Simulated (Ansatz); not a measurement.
A made-up structure of C2H5Si, doublet:

C1  (-0.859, 0.196, -0.575)
C2  (0.079, 0.822, 0.404)
Si3  (0.425, -0.949, -0.074)
H4  (-1.740, 0.555, -1.086)
H5  (-0.312, 1.057, 1.397)
H6  (-1.336, -0.293, -1.385)
H7  (0.129, -2.043, 0.880)
H8  (1.552, -1.261, -0.983)
(Å)

It is relaxed with PBE-D4/def2-SVP and then PBE0-D4/def2-TZVP (Ansatz 0.2.0). Atoms count as bonded within 1.22 times the sum of their covalent radii (H–H: 0.88 Å). The end point is not checked to be a true minimum.

(1) Does its bonding change? (A judgement: the text doesn't fix the answer.)

Results:

(1) The calculation gives: No: no bond forms or breaks.

Where it ends: The first stage lowers the energy by 3.82 eV in 17 steps. It ends as C₂H₅Si ([CH]1[CH2][SiH2]1):
```
8
angstrom
C -0.9577 0.0829 -0.6791
C -0.0833 0.6170 0.4072
Si 0.3526 -1.0687 -0.0149
H -2.0108 -0.0865 -0.4409
H -0.0479 1.5627 0.9274
H -0.8465 0.5202 -1.6747
H -0.0302 -2.1904 0.8730
H 1.5617 -1.3537 -0.8212
```

Labels in which every atom is bracketed show which atoms are joined, not bond orders.

For scale, one of the runs: PBE0-D4/def2-TZVP relaxation, 129 basis functions, launched by `ansatz run in.yaml --threads 2 --pin off --events-out ev --progress --plain --max-ram 4352MiB`. Hardware: 2 CPU threads of an AMD EPYC 9R45, shared host. Wall time about 24 s.
